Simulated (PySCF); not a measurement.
# CH6BS−: electronic excitations

Wanted: the electronic excitations of CH6BS− (`[BH3-]SC`), by calculation.

Computed with PySCF 2.14.0, with density-fitted response routines of our own, on a single molecule in the gas phase. Atoms count from 0, in the outputs and in this text.

## Step 1: Starting geometry

9 atoms, charge -1, multiplicity 1; geometry from: GFN2-xTB.

Bonds of the start (Å): B0–S1 1.95, S1–C2 1.82, B0–H3 1.21, B0–H4 1.21, B0–H5 1.20, C2–H6 1.09, C2–H7 1.09, C2–H8 1.09.

## Step 2: TDDFT and polarisability: wB97X-D/def2-SVPD

Job settings and geometry (Å):

```
{"job": {"kind": "uv", "xc": "wB97X-D", "basis": "def2-SVPD", "nstates": 8, "ntriplets": 3}, "charge": -1, "multiplicity": 1}
B      1.424596     0.054465     0.112765
S     -0.052412     0.860329    -0.876385
C     -1.407029    -0.025919    -0.051052
H      1.375832    -1.139236    -0.089199
H      1.252461     0.319041     1.282829
H      2.436928     0.543525    -0.316571
H     -1.385364     0.195775     1.015680
H     -2.354740     0.295960    -0.479282
H     -1.276710    -1.097947    -0.196726
```

Method: TDDFT wB97X-D/def2-SVPD, vertical, gas phase, core orbitals frozen in the response.

The run is started by

```
> OMP_NUM_THREADS=1 python probes_run.py task.json out
```

The driver reads the jobs from task.json and runs them one after another.

Predict these results of the whole session: lowest singlet (wB97X-D/def2-SVPD); brightest single state of those computed; lowest triplet.

The runs gave:

| quantity | value |
| --- | --- |
| lowest singlet (wB97X-D/def2-SVPD) | 4.50 eV (275 nm), f = 0.013 |
| brightest single state of those computed | state 8, 6.49 eV, f = 0.086 |
| lowest triplet | 4.46 eV |

The lowest singlet, at 4.50 eV, is HOMO→LUMO 0.55, HOMO→LUMO+1 0.39 and is weak; of the 8 states computed, the strongest absorption comes from state 8 at 6.49 eV (the last computed, so partners may be missing). The lowest triplet lies 0.05 eV below the lowest singlet (triplets in Tamm-Dancoff, singlets in full TDDFT). The lowest singlet lies above −ε(HOMO); no detachment energy was computed, so the anion's states may not be bound.
